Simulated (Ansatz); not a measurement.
**How far each method lies from UCCSDT(Q) for HAl–Ga–F, triplet**

Geometry: that of the HAl–Ga–F, singlet, kept fixed.

| atom | x (Å) | y (Å) | z (Å) |
| --- | --- | --- | --- |
| Al | 0.0013 | 0.1667 | 2.3076 |
| Ga | -0.0009 | -0.2203 | -0.3668 |
| F | 0.0020 | 0.4984 | -1.9865 |
| H | -0.0127 | 1.3830 | 1.0450 |

Basis cc-pVDZ; Ansatz 0.2.0. Only valence electrons are correlated (noble-gas cores and the filled d shells of p-block atoms frozen), which leaves 14 electrons in 44 orbitals. Prefix R: restricted or restricted open-shell reference; prefix U: unrestricted. No spin–orbit coupling is included, and no scalar relativity.

Full CI isn't at hand for all of this; UCCSDT(Q) serves as the reference, and is uncertain by the last step of the cluster series or more. The frozen core follows each run's orbitals, which can shift R against U totals by a few meV for light atoms and by up to 0.1 eV past Ca.

```
UHF ⟨S²⟩                          : 2.041
T1 diagnostic (RCCSD)             : 0.0350
largest doubles amplitude (RCCSD) : 0.075
T1 diagnostic (UCCSD)             : 0.0304
```

```tsv
level	E − E(UCCSDT(Q)) (mEh)	wall time
UHF	316.52	–
UMP2	34.05	–
UCCSD	10.57	–
UCCSD(T)	2.52	1.8 min
UCCSDT	0.92	–
```

Run but not shown, since their state, orbitals or frozen core can't be matched to the reference's or they repeat it: RHF, RMP2, RCCSD, RCCSD(T), BCCD(T), RCCSDT, RCCSDT(Q).

Times hold each run's SCF and search for its determinant on a shared host, so for small cases they say little of a method's own cost; they ran on 1 thread of Arm Neoverse V1.
